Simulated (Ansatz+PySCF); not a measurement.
Results of a calculation; reference values are marked as such.
Several solutions for singlet CH3F

```xyz
5

C     0.0000    0.0000   -0.6187
F     0.0000    0.0000    2.1081
H     0.0000   -1.0360   -0.9966
H    -0.8972    0.5180   -0.9966
H     0.8972    0.5180   -0.9966
```

Basis set: cc-pVDZ (spherical functions). Charge 0, multiplicity 1.

PBE0 (unrestricted) was run from several starts with Ansatz (development build ahead of 0.2.0) and PySCF 2.14.0.

```csv
run,program,start,converged,energy (hartree),<S²>
A,PySCF,"guess minao, instabilities followed",yes,-139.42531,0.76
B,Ansatz,stability test followed,yes,-139.42533,0.76
C,PySCF,program defaults,yes,-139.39386,0.00
D,Ansatz,search for the lowest state,yes,-139.42533,0.76
```

Which runs reached the lowest solution of this kind, and what is wrong with the others?

A, B, D reached the lowest solution found or ended within 0.01 eV of it (a small difference can mark another solution nearby). Converged but too high: C by 0.86 eV. Convergence only shows a stationary point, and even a stable one can lie too high; stability tests and further starts are what find lower ones. Caution: charge can spread falsely over distant fragments. Caution: the unrestricted determinant is spin contaminated.
